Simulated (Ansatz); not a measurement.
Relaxation of AlH$_{5}$NO (8 atoms, charge 0, multiplicity 2), to a largest force component of 0.03 eV/Å in at most 50 steps.

Level of theory: UKS PBE0/6-31G* (Ansatz).

```xyz
8
Properties=species:S:1:pos:R:3
Al -0.046 -0.210 -0.341
H -0.075 -0.096 2.419
O 1.340 -0.353 -1.336
H 2.194 -0.643 -1.002
H -1.369 0.273 -1.126
N -0.269 0.165 3.405
H -0.317 -0.716 3.912
H 0.574 0.629 3.736
```

Question: Where does it end, and by what steps?

Answer: The forces met the threshold. The force dipped under the threshold on the way, but the program's further checks kept it going. After 43 steps the energy has fallen by 1.168 eV; H7 moved furthest, 1.77 Å. Joined: Al1–N6 (3.77 → 2.08 Å).

| step | energy less start (eV) | largest force component (eV/Å) | accepted |
| --- | --- | --- | --- |
| 0 | 0.0000 | 0.670 | yes |
| 2 | -0.0169 | 0.213 | yes |
| 4 | -0.0192 | 0.115 | yes |
| 6 | -0.0186 | 0.361 | no |
| 8 | -0.0212 | 0.309 | yes |
| 10 | -0.0278 | 0.016 | yes |
| 12 | -0.0299 | 0.333 | yes |
| 14 | -0.0353 | 0.093 | yes |
| 16 | -0.0369 | 0.034 | yes |
| 18 | -0.0386 | 0.410 | no |
| 20 | -0.0452 | 0.102 | yes |
| 22 | -0.0516 | 0.469 | yes |
| 24 | -0.0953 | 0.232 | yes |
| 26 | -0.1622 | 0.220 | yes |
| 28 | -0.2499 | 0.405 | yes |
| 30 | -0.3500 | 1.163 | yes |
| 32 | -0.7973 | 3.275 | yes |
| 34 | -1.1032 | 0.701 | no |
| 36 | -1.1629 | 0.186 | yes |
| 38 | -1.1662 | 0.162 | yes |
| 40 | -1.1609 | 0.128 | no |
| 42 | -1.1680 | 0.095 | yes |
| 43 | -1.1684 | 0.019 | yes |

```xyz
8
Properties=species:S:1:pos:R:3
Al 0.185 0.502 0.238
H -0.971 -0.028 2.591
O 1.292 -0.858 0.110
H 1.965 -0.827 -0.576
H -1.361 0.259 -0.192
N -0.011 0.086 2.272
H 0.468 -0.816 2.323
H 0.465 0.730 2.898
```

Whether the end is a true minimum wasn't checked by a vibrational analysis.

Run time: 2.1 min on 1 thread of Arm Neoverse V1, on a shared host, peak memory 0.15 GiB.
